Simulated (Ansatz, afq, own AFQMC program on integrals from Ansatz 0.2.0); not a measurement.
Where AFQMC and coupled cluster stand for AlSi, quartet

```json
{"atom": "Si", "x (Å)": "0.0000", "y (Å)": "0.0000", "z (Å)": "0.0000"}
{"atom": "Al", "x (Å)": "0.0000", "y (Å)": "0.0000", "z (Å)": "5.4060"}
```

Basis cc-pVDZ. Noble-gas cores (and the filled d shells of Ga–Kr and In–Xe) are frozen. AFQMC by an in-house program on the Cholesky factors that Ansatz 0.2.0 writes for its CCSD(T) run. The CISD trial takes its coefficients from CCSD amplitudes. Released means that phaseless walkers are propagated on without the constraint, phases kept. Error bars are statistical, one sigma.

Determinant: UHF, the one that the program's search chose, which needn't be the lowest solution. The geometry is a point of a scan.

Full CI on the same integrals is exact in this basis and with this determinant's frozen core.

Cautions: lower spins were not checked; the released energies are still falling, so no released level is given (meV from the phaseless value at times in 1/Eh: -1.3 ± 1.8 at 0.24, -3.5 ± 1.6 at 0.51, -6.6 ± 1.3 at 0.99, -9.2 ± 1.1 at 1.62, -12.2 ± 1.4 at 2.40).

- T1 diagnostic: 0.0128
- weight of the determinant in the CISD state: 0.879
- ⟨S²⟩ of the determinant: 3.775
- size of the correlated space: 7 electrons in 26 orbitals

```
  level  correlation energy (eV)
    MP2                  -2.0647
   CCSD                  -3.0282
CCSD(T)                  -3.0755
```

Question: Estimate where full CI lies against CCSD(T) on the same integrals.

Answer: 3.7 kJ/mol below CCSD(T).

Reference: full CI, correlation energy -3.114 eV.

| level | E − E(reference) (kJ/mol) | share of correlation (%) |
| --- | --- | --- |
| CCSD(T) | 3.7 | 98.76 |
| CCSDT | 1.4 | 99.53 |
| CCSDT(Q) | 1.1 | 99.63 |
| CCSDTQ | 0.2 | 99.94 |
| ph-AFQMC/CISD | 2.7 ± 0.2 | 99.10 |

CCSDT and higher add their correlation energy to the determinant of the CCSD(T) run, since their own runs factorise the integrals more tightly (a shift of under 2 meV). A walk keeps the symmetry of its determinant, which the program's search chose and which needn't be the lowest solution, so a lower state of the same spin and another symmetry isn't excluded.
